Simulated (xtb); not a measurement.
# GFN2-xTB (coordinate distance, coordinate atoms (5, 2), force constant 1 Eh/bohr^2, held value 1.205 angstrom) run of triplet NH3S

We compute a geometry optimisation of triplet NH3S. 

The calculation is run with xtb 6.7.1.

1 further run of the same task is left out (set aside as unsound or not needed).

## 1. Starting point

The species is NH3S (5 atoms), meant as a triplet with charge 0. As SMILES of the parent species, `NS`. The shape is that of a GFN2-xTB optimisation. This is one conformer, not always the lowest. That shape belongs to the parent species and isn't relaxed for this state. The run starts from this shape.

Bond lengths: N1–S2 1.719 Å, N1–H3 1.015 Å, N1–H4 1.015 Å, S2–H5 1.338 Å. Angles: N1–S2–H5 95.5°, S2–N1–H3 109.8°, S2–N1–H4 109.7°, H3–N1–H4 108.9°.

## 2. A geometry optimisation at GFN2-xTB (coordinate distance, coordinate atoms (5, 2), force constant 1 Eh/bohr^2, held value 1.205 angstrom)

input.inp

```
$chrg 0
$spin 2
$opt
   hlow=0.005
   engine=rf
$scc
   guess=sad
$constrain
   force constant=1
   distance: 5, 2, 1.205
$end
```

struc.tmol

```
$coord
     -0.307571824044     -0.958847035635     -0.437849543076  n
      0.317984214991      1.803497921559      1.153356545643  s
      0.028421480914     -2.457947873039      0.709459878968  h
     -2.146709980314     -0.991577092114     -0.981164701167  h
      2.107876108453      2.604874079229     -0.443821077630  h
$end
```

Run with:

```sh
$ xtb struc.tmol -o normal --gfn 2 --norestart --cma --input input.inp -P 1 | tee out.txt
```

Q: Predict the results. Wanted: total energy at the end; dipole moment; HOMO energy; LUMO energy; dispersion energy; mean polarisability.

**Answer.** As computed:

Level: GFN2-xTB (coordinate distance, coordinate atoms (5, 2), force constant 1 Eh/bohr^2, held value 1.205 angstrom).

| quantity | value |
| --- | --- |
| total energy at the end | -7.54349 Eh |
| dipole moment | 2.39 D |
| HOMO energy (partly filled) | -8.40 eV |
| LUMO energy | -3.23 eV |
| dispersion energy | -3.58 kJ/mol |
| mean polarisability (D4 model) | 33.8 bohr³ |

In words: At the final geometry: Bond lengths: N1–S2 2.055 Å, N1–H3 1.012 Å, N1–H4 1.008 Å, S2–H5 1.222 Å. Angles: N1–S2–H5 81.8°, S2–N1–H3 128.9°, S2–N1–H4 117.2°, H3–N1–H4 113.9°. Mulliken charges run from -0.33 on N1 to +0.20 on H5.
